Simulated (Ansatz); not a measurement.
**HPB⁺, singlet in 6-31G: errors against full CI**

Geometry: that of the HPB, doublet, kept fixed.

```xyz
3

B     0.0000   -0.1023    1.2468
P     0.0000   -0.0022   -0.4526
H     0.0000    1.1642    0.5345
```

Basis 6-31G; Ansatz 0.2.0. Only valence electrons are correlated (noble-gas cores frozen), which leaves 8 electrons in 18 orbitals. Prefix R: restricted or restricted open-shell reference; prefix U: unrestricted. Active spaces: valence = (8e, 9o) chosen from the atoms' valence shells.

Full CI is exact within this basis and frozen core; it isn't the basis-set limit. The frozen core follows each run's orbitals, which can shift R against U totals by a few meV.

* UHF ⟨S²⟩: 1.029
* T1 diagnostic (RCCSD): 0.0524
* largest doubles amplitude (RCCSD): 0.148

| level | E − E(RHF) (eV) |
| --- | --- |
| RMP2 | -3.7325 |
| RCCSD | -4.2207 |
| RCCSD(T) | -4.4966 |

Estimate how far full CI in 6-31G lies from RCCSD(T). The table doesn't fix it; the size of (T) and the diagnostics are the guide.

Full CI in 6-31G lies 4.5 kJ/mol below RCCSD(T), which is 17 % of the (T) step (-26.6 kJ/mol). T1 is raised, a doubles amplitude is large, RHF is unstable towards spin polarisation, but (T) still catches most of what CCSD lacks. The miss exceeds 1 kcal/mol.

The other levels:

```
                     level  E − E(full CI) (kJ/mol)  share of correlation (%)  wall time
                      UHF†                    301.6                         –      0.3 s
                      CISD                     63.9                     85.43     0.36 s
                   BCCD(T)                      4.9                     98.88     0.57 s
                    RCCSDT                      1.1                     99.74          –
                    CISDTQ                      5.1                     98.83      1.3 s
                 RCCSDT(Q)                     -0.7                    100.16        1 s
                   RCCSDTQ                      0.0                    100.01      5.5 s
    CASSCF (valence space)                     59.1                     86.53          –
    NEVPT2 (valence space)                     15.3                     96.52      2.5 s
NEVPT4(SD) (valence space)                      1.9                     99.57      3.4 s
    MRCISD (valence space)                      1.2                     99.74          –
  MRCISD+Q (valence space)                      0.3                     99.93      3.5 s
```

A dagger marks rows that describe another state than the reference (another or a broken symmetry, a higher spin or other natural occupations), so the difference holds a gap between states beside the method's error.

The correlation energy at full CI, counted from RHF, is -4.544 eV. That run took 21 s on 1 thread of Arm Neoverse V2, shared host over 4,682,448 determinants.

Times hold each run's SCF and search for its determinant on a shared host, so for small cases they say little of a method's own cost; they ran on 1 thread of Arm Neoverse V2.

Not variational, and here over 5 meV under the exact energy: RCCSDT(Q).

The full-CI state has the irrep A' of Cs, in the program's axes.

Natural occupations of full CI about the gap: 1.979 1.923 1.876 1.839 0.142 0.116 0.061 0.028 0.014 0.005; effectively unpaired electrons, Σ n²(2−n)², 0.30.
